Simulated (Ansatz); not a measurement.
Input file:

```yaml
crystal:
  periodic: [false, false, false]
  atoms:
    - {symbol: O, position_ang: [0.000000, 0.000000, 0.000000]}
    - {symbol: H, position_ang: [0.000000, 0.000000, 1.036612]}
basis:
  gaussian: {orbitals: aug-cc-pVDZ}
magnetization: {spin_polarized: true, initial_magnetization: 1}
correlation: {method: ccsdt_q, electrons: outside_noble_gas}
```

```sh
$ ansatz run in.yaml --threads 1 --pin off --events-out ev --progress --plain --max-ram 2176MiB
```

(1) Roughly how long does this take on 1 thread of Arm Neoverse V1, shared host, and how much host memory?

```
485 factors; integrals over basis functions are off by at most 1.6e-7 eV
mean field evaluation 1: about -2051.1810 eV, gradient 1.1e1 eV
mean field evaluation 2: about -2051.1810 eV, gradient 1.1e1 eV
mean field evaluation 4: about -2051.6777 eV, gradient 1.2e0 eV
mean field evaluation 8: about -2051.6860 eV, gradient 5.6e-4 eV
mean field evaluation 16: about -2048.0737 eV, gradient 1.9e1 eV
mean field evaluation 32: about -2051.6856 eV, gradient 1.4e-1 eV
mean field -2051.68596093 eV, -75.3980683813 hartree, gradient 1.9e-6 eV, S^2 0.757827; 2 other end points of the search recorded, 0 dependent functions left out
1 core orbitals not correlated: weight in the atoms' cores, before any rotation towards them, 1.000 or more for the frozen orbitals, at most 0.000 for the correlated occupied ones
reference -2051.68596093 eV, -75.3980683813 hartree; 4, 3 occupied and 27, 28 virtual orbitals, 485 factors
second order -4.47653166 eV of doubles, -0.00000000 eV of singles
cycle   1  -4.74842326 eV  change   -2.7e-1 eV  update   5.2e-2
cycle   2  -4.91096318 eV  change   -1.6e-1 eV  update   2.2e-2
cycle   3  -5.00996054 eV  change   -9.9e-2 eV  update   1.1e-2
cycle   4  -5.00232761 eV  change    7.6e-3 eV  update   3.9e-3
cycle   5  -5.00059379 eV  change    1.7e-3 eV  update   2.4e-3
cycle   6  -5.00459522 eV  change   -4.0e-3 eV  update   1.2e-3
cycle   7  -5.00505852 eV  change   -4.6e-4 eV  update   5.4e-4
cycle   8  -5.00495268 eV  change    1.1e-4 eV  update   2.2e-4
cycle   9  -5.00500605 eV  change   -5.3e-5 eV  update   1.0e-4
cycle  10  -5.00499705 eV  change    9.0e-6 eV  update   4.9e-5
cycle  11  -5.00495956 eV  change    3.7e-5 eV  update   2.5e-5
cycle  12  -5.00498077 eV  change   -2.1e-5 eV  update   1.1e-5
cycle  13  -5.00498354 eV  change   -2.8e-6 eV  update   5.1e-6
cycle  14  -5.00498414 eV  change   -6.0e-7 eV  update   2.6e-6
cycle  15  -5.00498658 eV  change   -2.4e-6 eV  update   1.4e-6
cycle  16  -5.00498696 eV  change   -3.8e-7 eV  update   6.8e-7
perturbative correction -0.00771225 eV, -0.0002834199 hartree
Total energy: -2056.69866013 eV, -75.5822816793 hartree
```

## Answers

(1) 4.2 s wall and 0.13 GiB.
